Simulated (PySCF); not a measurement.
Compound: 3,4-dihydro-2H-pyran, C5H8O.
Numbering: `[CH:1]1=[CH:2][O:3][CH2:4][CH2:5][CH2:6]1` (hydrogens: H7 on C1; H8 on C2; H9, H10 on C4; H11, H12 on C5; H13, H14 on C6)

The same species was optimised twice, with GFN2-xTB and with PBE0-D3(BJ)/def2-SVP (PySCF), and the same property calculations (PySCF, gas phase) were run on both structures.

```csv
coordinate,GFN2-xTB,PBE0-D3(BJ)/def2-SVP,change
C1=C2 (Å),1.326,1.340,+0.014
C2–O3 (Å),1.359,1.349,-0.010
C4–C5 (Å),1.526,1.518,-0.008
C5–C6 (Å),1.528,1.526,-0.002
C1–C6 (Å),1.501,1.500,-0.001
O3–C4 (Å),1.415,1.415,0.000
C4–C5–C6 (°),108.8,109.9,+1.1
C1–C6–C5 (°),108.8,109.4,+0.6
C1–C2–O3 (°),125.9,125.5,-0.4
C2–O3–C4 (°),114.7,115.1,+0.4
O3–C4–C5 (°),112.2,112.1,-0.1
C2–C1–C6 (°),121.7,121.7,0.0
```

Rotational constants: A = 5253, B = 4798, C = 2740 MHz (GFN2-xTB) against A = 5235, B = 4787, C = 2726 MHz (PBE0-D3(BJ)/def2-SVP). Point groups within 0.08 Å: C1 and C1. Atoms that the bonding makes alike are paired by their places after alignment.

On the GFN2-xTB structure: lowest singlet, TDDFT (eV) 6.08 [CAM-B3LYP/def2-SVPD]; isotropic polarisability (au) 60.2 [CAM-B3LYP/def2-SVPD]; HOMO (eV) -7.69 [CAM-B3LYP/def2-SVPD]; LUMO (eV) 1.30 [CAM-B3LYP/def2-SVPD]; dipole (D) 1.43 [CAM-B3LYP/def2-SVPD]; HOMO (eV) -6.32 [PBE0/pcSseg-1]; LUMO (eV) 0.95 [PBE0/pcSseg-1]; dipole (D) 1.35 [PBE0/pcSseg-1]; GIAO shielding of C1 (ppm) 82.6 [PBE0/pcSseg-1]; GIAO shielding of C2 (ppm) 34.6 [PBE0/pcSseg-1]; GIAO shielding of O3 (ppm) 222.5 [PBE0/pcSseg-1]; GIAO shielding of C4 (ppm) 118.8 [PBE0/pcSseg-1]; GIAO shielding of C5 (ppm) 161.2 [PBE0/pcSseg-1]; GIAO shielding of C6 (ppm) 162.8 [PBE0/pcSseg-1].

Q: What do these properties become on the PBE0-D3(BJ)/def2-SVP structure?

A: 
```tsv
property	level	on GFN2-xTB	on PBE0-D3(BJ)/def2-SVP	change
lowest singlet, TDDFT (eV)	CAM-B3LYP/def2-SVPD	6.08	6.00	-0.08
isotropic polarisability (au)	CAM-B3LYP/def2-SVPD	60.2	61.1	+0.9
HOMO (eV)	CAM-B3LYP/def2-SVPD	-7.69	-7.63	+0.06
LUMO (eV)	CAM-B3LYP/def2-SVPD	1.30	1.29	-0.01
dipole (D)	CAM-B3LYP/def2-SVPD	1.43	1.39	-0.04
energy, GFN2-xTB geometry as zero (kcal/mol)	CAM-B3LYP/def2-SVPD	0.0	-0.5	-0.5
HOMO (eV)	PBE0/pcSseg-1	-6.32	-6.25	+0.07
LUMO (eV)	PBE0/pcSseg-1	0.95	0.91	-0.04
dipole (D)	PBE0/pcSseg-1	1.35	1.32	-0.03
energy, GFN2-xTB geometry as zero (kcal/mol)	PBE0/pcSseg-1	0.0	-0.3	-0.3
GIAO shielding of C1 (ppm)	PBE0/pcSseg-1	82.6	80.8	-1.8
GIAO shielding of C2 (ppm)	PBE0/pcSseg-1	34.6	32.1	-2.5
GIAO shielding of O3 (ppm)	PBE0/pcSseg-1	222.5	219.9	-2.6
GIAO shielding of C4 (ppm)	PBE0/pcSseg-1	118.8	118.6	-0.2
GIAO shielding of C5 (ppm)	PBE0/pcSseg-1	161.2	160.2	-1.0
GIAO shielding of C6 (ppm)	PBE0/pcSseg-1	162.8	161.8	-1.0
```

The heavy atoms differ by 0.018 Å rms after alignment. Among bonds between heavy atoms C1=C2 changes most (+0.014 Å). Changes are differences of the printed values. Neither structure is proved a minimum here.
